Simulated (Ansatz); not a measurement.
Input file:

```yaml
crystal:
  periodic: [false, false, false]
  atoms:
    - {symbol: C, position_ang: [0.000000, 0.000000, 1.155397]}
    - {symbol: Mg, position_ang: [0.000000, 0.000000, -0.851568]}
    - {symbol: H, position_ang: [0.000000, 0.000000, 2.244181]}
    - {symbol: H, position_ang: [0.000000, 0.000000, -2.548010]}
basis:
  gaussian: {orbitals: 6-31G}
magnetization: {spin_polarized: false, initial_magnetization: 2}
correlation: {method: ccsd_t, electrons: outside_noble_gas}
output: {forces: true}
```

```sh
$ ansatz run in.yaml --threads 1 --pin off --events-out ev --progress --plain --max-ram 2393MiB
```

The program prints:

```
323 factors; integrals over basis functions are off by at most 2.6e-4 eV
mean field evaluation 1: about -6489.2390 eV, gradient 1.1e1 eV
mean field evaluation 2: about -6489.2541 eV, gradient 1.1e1 eV
mean field evaluation 4: about -6489.8762 eV, gradient 1.0e0 eV
mean field evaluation 8: about -6489.8807 eV, gradient 1.0e-3 eV
mean field evaluation 16: about -6489.8807 eV, gradient 9.4e-7 eV
mean field -6489.88068396 eV, -238.4987161364 hartree, gradient 9.4e-7 eV, S^2 2.000000; 0 other end points of the search recorded, 0 dependent functions left out
6 core orbitals not correlated: weight in the atoms' cores, before any rotation towards them, 1.000 or more for the frozen orbitals, at most 0.000 for the correlated occupied ones
reference -6489.88068396 eV, -238.4987161364 hartree; 5, 3 occupied and 15, 17 virtual orbitals, 323 factors
second order -1.86895085 eV of doubles, -0.08122394 eV of singles
cycle   1  -2.34181342 eV  change   -3.9e-1 eV  update   5.9e-2
cycle   2  -2.54929827 eV  change   -2.1e-1 eV  update   2.7e-2
cycle   3  -2.56590236 eV  change   -1.7e-2 eV  update   7.8e-3
cycle   4  -2.56399307 eV  change    1.9e-3 eV  update   2.9e-3
cycle   5  -2.56502033 eV  change   -1.0e-3 eV  update   1.3e-3
cycle   6  -2.56551998 eV  change   -5.0e-4 eV  update   6.0e-4
cycle   7  -2.56566061 eV  change   -1.4e-4 eV  update   2.7e-4
cycle   8  -2.56577579 eV  change   -1.2e-4 eV  update   1.3e-4
cycle   9  -2.56574012 eV  change    3.6e-5 eV  update   5.1e-5
cycle  10  -2.56573185 eV  change    8.3e-6 eV  update   2.2e-5
cycle  11  -2.56573179 eV  change    6.7e-8 eV  update   1.0e-5
cycle  12  -2.56573348 eV  change   -1.7e-6 eV  update   5.0e-6
cycle  13  -2.56573147 eV  change    2.0e-6 eV  update   2.2e-6
perturbative correction -0.03538725 eV, -0.0013004575 hartree
the calculation of the forces begins
Total energy: -6492.48180268 eV, -238.5943054864 hartree
Atom 0 at     0.000000     0.000000     1.155397 Å, force     0.000000     0.000000     0.111536 eV/Å
Atom 1 at     0.000000     0.000000    -0.851568 Å, force     0.000000    -0.000000    -0.054374 eV/Å
Atom 2 at     0.000000     0.000000     2.244181 Å, force    -0.000000     0.000000     0.372214 eV/Å
Atom 3 at     0.000000     0.000000    -2.548010 Å, force     0.000000    -0.000000    -0.429376 eV/Å
Dipole moment:    -0.000000    -0.000000     0.096121 e Å
```

Forces (eV/Å):
```
C    0.000  0.000  0.112
Mg   0.000  0.000 -0.054
H    0.000  0.000  0.372
H    0.000  0.000 -0.429
```

For the same geometry and basis full CI lies 15.8 meV lower.

Ran on 1 thread of Arm Neoverse V1, shared host: 0.72 s wall, 0.08 GiB peak host memory.
